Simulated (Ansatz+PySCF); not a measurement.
## singlet H3O(+): levels of theory in one basis

| atom | x (Å) | y (Å) | z (Å) |
| --- | --- | --- | --- |
| O | 0.0000 | 0.0000 | 0.0804 |
| H | 1.0184 | 0.0000 | -0.2145 |
| H | -0.5092 | 0.8819 | -0.2145 |
| H | -0.5092 | -0.8819 | -0.2145 |

Basis set: def2-SVP (spherical functions). Correlated methods keep 1 orbital frozen. Charge 1, multiplicity 1.

Computed with Ansatz (development build ahead of 0.2.0); each method stands on the lowest determinant of its kind that the runs found. NEVPT2 correlates all electrons. Active spaces start from the frontier orbitals, and the lowest solution found is given.

| method | E − E(RHF) (eV) | <S²> of the determinant |
| --- | --- | --- |
| RHF | 0.00 | 0.00 |
| RHF-MP2 | -5.71 | – |
| RHF-CCSD | -6.01 | – |
| CASSCF(8,7) | -2.59 | – |
| SC-NEVPT2(8,7) | -5.50 | – |

Question: What does RHF-CCSD(T) give on the same scale?

Answer: -6.10 eV.

Question: Is a single determinant a sound starting point here?

Answer: By this sign, yes. Unrestricted orbitals gain 0.00 eV and <S²> is 0.00 against 0.00 for a pure state. The CASSCF(8,7) natural occupations are 2.00, 1.98, 1.98, 1.98, 0.02, 0.02, 0.02.
